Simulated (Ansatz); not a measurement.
# CH₃NS: vertical ionisation energy

The task here is to estimate one member of a computed series from the others.

Computed with Ansatz 0.2.0, Gaussian basis. Level: unrestricted cation, the program's frozen cores in correlated methods.

Levels to be run: UKS PBE-D4/def2-TZVPP; UKS r2SCAN-D4/def2-TZVPP; UKS PBE0-D4/def2-TZVPP; UKS B3LYP-D4/def2-TZVPP; UKS wB97X-V/def2-TZVPP; UKS wB97M-V/def2-TZVPP; UKS B2PLYP/def2-TZVPP; UHF-CCSD(T)/def2-TZVPP; UHF-MP2/def2-QZVPP; extrapolation to the limit; then −ε(HOMO) from the neutral's earlier runs with LDA (SPW92), PBE-D4, revPBE-D4, BLYP-D4, r2SCAN-D4, B97M-V, PBE0-D4, B3LYP-D4, r2SCANh-D4, r2SCAN0-D4, HSE06-D4, BHLYP-D4, CAM-B3LYP-D4, LC-ωPBE, ωB97X-V, ωB97M-V.

## The geometry

The geometry comes from an earlier relaxation with PBE0-D4 in a triple-zeta def2 set; it is a stationary point.

SMILES `N=CS`, 6 atoms, charge 0, spin multiplicity 1.

Atoms are counted from 1 here; the program's logs count them from 0.

Bond lengths: N1–C2 1.260 Å, N1–H4 1.017 Å, C2–S3 1.754 Å, C2–H5 1.095 Å, S3–H6 1.342 Å. Angles: C2–N1–H4 111.0°, N1–C2–S3 119.8°, N1–C2–H5 125.8°, S3–C2–H5 114.4°, C2–S3–H6 95.7°.

Set-up of the first run:

File in.yaml:

```yaml
crystal:
  periodic: [false, false, false]
  atoms:
    - {symbol: N, position_ang: [-1.028467, -0.701427, -0.614409]}
    - {symbol: C, position_ang: [-0.090653, -0.008369, -0.138215]}
    - {symbol: S, position_ang: [0.666056, -0.483987, 1.371141]}
    - {symbol: H, position_ang: [-1.367203, -0.306045, -1.488434]}
    - {symbol: H, position_ang: [0.323579, 0.901480, -0.584241]}
    - {symbol: H, position_ang: [1.538689, 0.534247, 1.408058]}
basis:
  gaussian: {orbitals: def2-TZVPP}
total_charge: 1
magnetization: {spin_polarized: true, initial_magnetization: 1}
hamiltonian: {xc: pbe, dispersion: d4}
```

Launch:

```
> ansatz run in.yaml --threads 4 --pin off --events-out ev --progress --plain --max-ram 10444MiB
```

Steps of the session up to this table: Cation, UKS PBE-D4/def2-TZVPP; Cation, UKS r2SCAN-D4/def2-TZVPP; Cation, UKS PBE0-D4/def2-TZVPP; Cation, UKS B3LYP-D4/def2-TZVPP; Cation, UKS wB97X-V/def2-TZVPP; Cation, UKS wB97M-V/def2-TZVPP; Cation, UKS B2PLYP (frozen core)/def2-TZVPP; Cation, UHF-CCSD(T)/def2-TZVPP; Cation, UHF-MP2/def2-QZVPP.

One of the session's tables, all rows but one given; the rest of the session is left out.

For comparison, −ε(HOMO) of the neutral from earlier runs:

```
  functional  −ε(HOMO) (eV)
 LDA (SPW92)           6.36
      PBE-D4           6.21
   revPBE-D4           6.15
     BLYP-D4           6.05
   r2SCAN-D4           6.45
      B97M-V           6.48
     PBE0-D4           7.36
    B3LYP-D4           7.13
  r2SCANh-D4           6.88
  r2SCAN0-D4           7.52
    HSE06-D4           6.96
    BHLYP-D4           8.37
CAM-B3LYP-D4           8.65
     LC-ωPBE              ?
     ωB97X-V           9.65
     ωB97M-V           9.50
```

Q: Estimate the row for LC-ωPBE from the others.

As computed: −ε(HOMO) (eV): 10.03. In the column «−ε(HOMO) (eV)» it is the highest.
